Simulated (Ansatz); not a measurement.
Input file:

```yaml
crystal:
  periodic: [false, false, false]
  atoms:
    - {symbol: Sn, position_ang: [0.000000, 0.000000, 0.689867]}
    - {symbol: H, position_ang: [0.000000, 0.000000, -3.035133]}
    - {symbol: H, position_ang: [0.000000, 0.000000, 2.345267]}
basis:
  gaussian: {orbitals: def2-SVP}
total_charge: 1
magnetization: {spin_polarized: false, initial_magnetization: 1}
correlation: {method: mp2, electrons: outside_noble_gas}
output: {forces: true}
```

```sh
$ ansatz run in.yaml --threads 1 --pin off --events-out ev --progress --plain --max-ram 2393MiB
```

(1) Roughly how long does this take on 1 thread of Intel Xeon Platinum 8488C, shared host, and how much host memory?

```
444 factors; integrals over basis functions are off by at most 5.3e-4 eV
mean field evaluation 1: about -5826.5785 eV, gradient 8.3e0 eV
mean field evaluation 2: about -5826.5897 eV, gradient 8.3e0 eV
mean field evaluation 4: about -5827.2063 eV, gradient 1.2e0 eV
mean field evaluation 8: about -5827.2252 eV, gradient 6.5e-4 eV
mean field -5827.22520297 eV, -214.1465763740 hartree, gradient 1.5e-6 eV, S^2 0.750000; 0 other end points of the search recorded, 0 dependent functions left out
mean field evaluation 16: about -5827.2230 eV, gradient 4.0e-1 eV
mean field evaluation 32: about -5827.0542 eV, gradient 1.3e0 eV
9 core orbitals not correlated: weight in the atoms' cores, before any rotation towards them, 0.999 or more for the frozen orbitals, at most 0.001 for the correlated occupied ones
reference -5827.22520297 eV, -214.1465763740 hartree; 3, 2 occupied and 24, 25 virtual orbitals, 444 factors
second order -1.30300815 eV of doubles, -0.00023917 eV of singles
the calculation of the forces begins
Total energy: -5828.52845029 eV, -214.1944698295 hartree
Atom 0 at     0.000000     0.000000     0.689867 Å, force    -0.000000    -0.000000    -1.624175 eV/Å
Atom 1 at     0.000000     0.000000    -3.035133 Å, force    -0.000000     0.000000    -0.034161 eV/Å
Atom 2 at     0.000000     0.000000     2.345267 Å, force     0.000000     0.000000     1.658336 eV/Å
Dipole moment:    -0.000000     0.000000     0.108274 e Å
```

Forces (eV/Å):
```
Sn   0.000  0.000 -1.624
H    0.000  0.000 -0.034
H    0.000  0.000  1.658
```

Answers

(1) 0.66 s wall and 0.21 GiB.
